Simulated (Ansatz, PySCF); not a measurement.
Potential energy curve for CH₃Cl, SMILES CCl. The C1–Cl5 bond (C1 also carries H, H, H; Cl5 carries nothing else) is varied alone, starting from the PBE0/def2-TZVP optimised geometry.

Methods: RKS-PBE = restricted PBE/cc-pVDZ in Ansatz (a first-principles code); UKS-PBE = unrestricted PBE/cc-pVDZ (Ansatz); UKS-CAM-B3LYP = PySCF with unrestricted CAM-B3LYP/cc-pVDZ; UCCSD(T) = CCSD(T) on UHF/cc-pVDZ, 6 core orbitals frozen run with PySCF.

Energies relative to the lowest point of each curve near equilibrium, in kcal/mol; the last columns give the difference from UCCSD(T):

```csv
R / Å,RKS-PBE,UKS-PBE,UKS-CAM-B3LYP,UCCSD(T),RKS-PBE − UCCSD(T),UKS-PBE − UCCSD(T),UKS-CAM-B3LYP − UCCSD(T)
1.43,64.1,64.1,63.9,67.5,-3.4,-3.4,-3.7
1.49,39.8,39.8,39.4,41.9,-2.1,-2.1,-2.5
1.59,15.0,15.0,14.5,15.7,-0.7,-0.7,-1.2
1.66,5.7,5.7,5.3,5.9,-0.2,-0.2,-0.6
1.71,2.0,2.0,1.8,2.1,-0.1,-0.1,-0.3
1.77,0.0,0.0,0.0,0.0,0.0,0.0,0.0
1.84,0.1,0.1,0.5,0.2,-0.1,-0.1,0.3
1.87,0.8,0.8,1.3,1.0,-0.1,-0.1,0.4
1.96,4.5,4.5,5.6,4.9,-0.4,-0.4,0.7
2.05,9.8,9.8,11.6,10.6,-0.7,-0.7,1.1
2.18,19.1,19.1,22.1,20.2,-1.1,-1.1,1.8
2.41,36.7,36.7,41.9,39.3,-2.6,-2.6,2.6
2.69,56.0,56.0,62.8,59.9,-3.9,-3.9,2.9
2.96,71.0,70.6,74.2,73.1,-2.1,-2.6,1.0
3.21,81.8,78.5,80.3,78.9,2.9,-0.4,1.3
3.53,92.0,84.4,84.6,81.8,10.3,2.6,2.9
3.91,100.1,88.1,87.1,82.9,17.1,5.2,4.1
4.35,105.7,90.4,88.2,83.4,22.3,7.0,4.7
4.75,108.7,91.5,88.5,83.6,25.0,7.9,4.9
5.35,111.0,92.3,88.6,83.7,27.2,8.5,4.9
6.26,112.2,92.6,88.7,83.8,28.4,8.8,4.9
```

RKS-PBE is furthest from UCCSD(T) at 6.26 (28.4 kcal/mol, above); its mean absolute difference over the points is 7.2 kcal/mol.

UKS-PBE is furthest from UCCSD(T) at 6.26 (8.8 kcal/mol, above); its mean absolute difference over the points is 2.8 kcal/mol.

UKS-CAM-B3LYP is furthest from UCCSD(T) at 5.35 (4.9 kcal/mol, above); its mean absolute difference over the points is 2.2 kcal/mol.

The restricted form behind RKS-PBE keeps the bonding electrons paired and can't separate into open-shell fragments. The unrestricted determinant behind UKS-PBE is spin-contaminated at 2.96 to 6.26 Å (<S²> up to 0.9, against 0.00 for a pure singlet). The unrestricted determinant behind UKS-CAM-B3LYP is spin-contaminated at 2.69 to 6.26 Å (<S²> up to 1.0, against 0.00 for a pure singlet). The unrestricted determinant behind UCCSD(T) is spin-contaminated at 2.41 to 6.26 Å (<S²> up to 1.0, against 0.00 for a pure singlet).
